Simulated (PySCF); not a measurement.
# Vertical excitation energies

Compound: C₃H₉P.
InChI=1S/C3H9P/c1-3-4-2/h4H,3H2,1-2H3

The calculation used PySCF, TDDFT CAM-B3LYP/def2-SVPD, vertical, gas phase, core orbitals frozen in the response. The structure is a single GFN2-xTB conformer in the gas phase; no vibrational or solvent corrections. Torsions of this conformer, `[CH3:1][CH2:2][PH:3][CH3:4]`: C1–C2–P3–C4 -169°.

Task: Predict the UV-vis stick spectrum at this level.

Result: 

```
state  E (eV)  ν̃ (cm⁻¹)       f  main configurations (H = HOMO, L = LUMO)
   S1    6.30      50820   0.042                                 H→L (84%)
   S2    6.49      52310   0.088                               H→L+1 (80%)
   S3    7.48      60300   0.147                  H→L+2 (67%), H→L+5 (19%)
   S4    7.62      61430   0.018        H→L+3 (64%), H→L+2 (11%), H→L (8%)
   S5    8.12      65460   0.037     H→L+4 (50%), H-1→L (18%), H→L+6 (11%)
   S6    8.20      66130   0.061     H→L+5 (38%), H→L+4 (32%), H-1→L (12%)
   S7    8.32      67100   0.016                  H-1→L (56%), H→L+5 (21%)
   S8    8.51      68610  0.0052     H→L+6 (58%), H→L+5 (10%), H→L+3 (10%)
```

Triplets, Tamm–Dancoff:

```
state  E (eV)  λ (nm)  main configurations (H = HOMO, L = LUMO)
   T1    5.35   231.6                    H→L (60%), H→L+3 (26%)
   T2    5.45   227.6                  H→L+1 (63%), H→L+6 (17%)
   T3    6.92   179.1       H→L+5 (29%), H→L (20%), H→L+2 (18%)
```

The lowest singlet comes at 197 nm (608 kJ/mol) in the vacuum ultraviolet; it is of moderate strength; its leading configuration is HOMO→LUMO (84%). The strongest level in the table is S3 at 7.48 eV (166 nm, f = 0.147). Löwdin shares by element: HOMO phosphorus 63%, carbon 22% or more, hydrogen 7% or more; LUMO carbon 31% or more, phosphorus 18%, hydrogen 9% or more (atoms not listed hold the other 42%). The listed states span 2.21 eV, and the widest gap between neighbours is 0.99 eV (S2 to S3). Orbital energies (eV): HOMO-3 -11.42, HOMO-2 -10.85, HOMO-1 -10.20, HOMO -8.08, LUMO 1.29, LUMO+1 1.44, LUMO+2 2.34. The oscillator strengths of these states sum to 0.413; summed over the whole spectrum of an exact calculation they would give the number of electrons, 42 (Thomas–Reiche–Kuhn). No computed singlet lies in the visible range (380 to 750 nm); the lowest, at 197 nm, stands 3.04 eV above its violet end (3.26 eV). Singlets were solved by full linear response, triplets in the Tamm–Dancoff approximation.

Cost: about 40 s of CPU time on one thread; the machine was shared, so the figure is rough.
